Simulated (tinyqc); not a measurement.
Pariser-Parr-Pople SCF with singles CI, for the molecule c1ccccc1 (SMILES; centres numbered as the heavy atoms are written), step by step. One step of it, computed by the program tinyqc.

Question. Iteration 2: orbitals and new P. Diagonalise F (the basis is taken as orthonormal) and form P = 2 sum c c over the lowest orbitals.

F (eV):
```
           1C         2C         3C         4C         5C         6C
1C  -5.594884  -4.908351   0.000030   0.778001   0.000030  -4.908351
2C  -4.908351  -5.595058  -4.907893   0.000030   0.778288  -0.000059
3C   0.000030  -4.907893  -5.595058  -4.908351  -0.000059   0.778288
4C   0.778001   0.000030  -4.908351  -5.594884  -4.908351   0.000030
5C   0.000030   0.778288  -0.000059  -4.908351  -5.595058  -4.907893
6C  -4.908351  -0.000059   0.778288   0.000030  -4.907893  -5.595058
```

pi electrons, sum of z_r less the charge = 6

Give: orbital energies; P after iteration 2.

Answer.

orbital energies (eV): -14.6332  -11.2816  -11.2812  0.0912  0.0916  3.4432

P after iteration 2:
```
         1C       2C       3C       4C       5C       6C
1C   1.0000   0.6667   0.0000  -0.3333   0.0000   0.6667
2C   0.6667   1.0000   0.6666   0.0000  -0.3334   0.0000
3C   0.0000   0.6666   1.0000   0.6667   0.0000  -0.3334
4C  -0.3333   0.0000   0.6667   1.0000   0.6667   0.0000
5C   0.0000  -0.3334   0.0000   0.6667   1.0000   0.6666
6C   0.6667   0.0000  -0.3334   0.0000   0.6666   1.0000
```
